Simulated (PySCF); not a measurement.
# The bond of SiN, level by level

An exercise on one series of results from a longer session: the logs are not shown, and one member is left open.

Method: Si def2-SVPD, N def2-SVPD, no relativity; program: PySCF 2.14.0.

The first run:

Settings of the job:

```yaml
atoms: Si, N
charge: 0
basis: Si def2-SVPD, N def2-SVPD
Hamiltonian: no relativity
basis_functions: 44
electrons_treated: 21
masses_in_u: 27.9769, 14.0031
levels: PBE0, PBE, r²SCAN, BHandHLYP, PW91, B2PLYP, HSE06, HF, MP2, SCS-MP2, CCSD, CCSD(T)
grid: 80 radial by 434 angular points
occupations: held fixed by the projection of orbital angular momentum
dissociation_limit: Si + N, each in its ground configuration
starting_distance_in_angstrom: 1.770
values_of_2S_to_try: 1, 3, 5
```

On the command line:

```bash
> OMP_NUM_THREADS=1 python dia.py task.json out
```

Among the steps run: Input; First curve: PBE0; Excited determinants; PBE (GGA); r²SCAN (meta-GGA); BHandHLYP (global hybrid GGA); PW91 (GGA); B2PLYP; HSE06 (range-separated hybrid); ROHF (mean field); Adding correlation.

One of the session's tables, all rows but one given; the rest of the session is left out.

It belongs to the step «Constants by level of theory». 

```
       level  Re (Å)  ωe (cm⁻¹)  De (eV)
        ROHF   1.548       1305     0.93
    ROHF-MP2   1.611       1068     3.98
ROHF-SCS-MP2   1.607       1086     3.91
   ROHF-CCSD   1.590       1165     3.58
ROHF-CCSD(T)   1.604       1109     3.95
         PBE   1.592       1146     5.12
        PW91   1.590       1148     5.14
      r²SCAN   1.582       1172     4.47
        PBE0   1.577       1189     4.36
       HSE06       ?          ?        ?
   BHandHLYP   1.565       1214     3.79
      B2PLYP   1.582       1242     4.43
```

Q: Estimate the row for HSE06 from the others.

**Answer.** Re (Å): 1.577; ωe (cm⁻¹): 1186; De (eV): 4.35.

De is counted to Si + N in their ground configurations.
